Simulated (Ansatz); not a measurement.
## Active spaces for CH4, singlet

Calculated in Ansatz's Gaussian-basis code. Basis cc-pVTZ, nonrelativistic, 1 orbital frozen in the corrections. State-specific CASSCF; RHF is the lowest restricted (open-shell) Hartree–Fock solution met. Solutions may break the symmetry of the shape. The lowest solution met needn't be the lowest there is, nor hold the orbitals that a chemist would pick.

Geometry:

```tsv
atom	x (Å)	y (Å)	z (Å)
C	0.0000	0.0000	0.0000
H	0.6276	0.6276	0.6276
H	0.6276	-0.6276	-0.6276
H	-0.6276	0.6276	-0.6276
H	-0.6276	-0.6276	0.6276
```

(1) What do CASSCF and its corrections give against RHF in CAS(8,8), and what are the occupations?

(2) Roughly how much CPU time does a whole run from the default start take (median of such runs, summed over threads; nearly all runs on one pinned thread of a shared server, mostly Xeon at 2.3 to 2.6 GHz, by a development driver)?

Results:

(1) CASSCF -2.249 eV, SC-NEVPT2 -5.224 eV; occupations 1.98, 1.98, 1.98, 1.98, 0.02, 0.02, 0.02, 0.02.

(2) CAS(8,8): about 4.4 s. Other jobs ran beside these, and the count of passes differs.
